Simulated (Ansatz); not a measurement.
Compare A (`C/N=C\CN`) with its isomer B (`C=C(N)CN`).

Gas-phase electronic energies from Ansatz, PBE0-D4/def2-TZVP geometries. CCSD(T)/CBS adds triple-zeta CCSD(T) − MP2 to the extrapolated MP2 energy (def2 sets, frozen cores). DFT in def2-TZVPP. B3LYP here is the variant with VWN-RPA as its local correlation; programs differ in this. Each species was taken in one conformer, which may not be the lowest.

(1) Which is lower in electronic energy at CCSD(T)/CBS, and by how much? (Estimate.)

(2) Give E(B) − E(A) in kJ/mol with CCSD(T)/def2-TZVPP, HF/def2-TZVPP, r2SCAN-D4, ωB97M-V, B3LYP, B3LYP-D4, MP2/def2-TZVPP. (Estimate.)

Largest T1 diagnostic: 0.011.

Results:

(1) The calculation gave: B, by 48.3 kJ/mol.

(2) Computed: CCSD(T)/def2-TZVPP -44.8, HF/def2-TZVPP -41.2, r2SCAN-D4 -52.8, ωB97M-V -50.9, B3LYP -46.1, B3LYP-D4 -48.8, MP2/def2-TZVPP -51.3. None reverses the order clearly.

In def2-TZVPP, CCSD(T) changes the Hartree–Fock value by −3.6 kJ/mol (the triples alone add −0.4 kJ/mol) and MP2 by −10.1 kJ/mol.
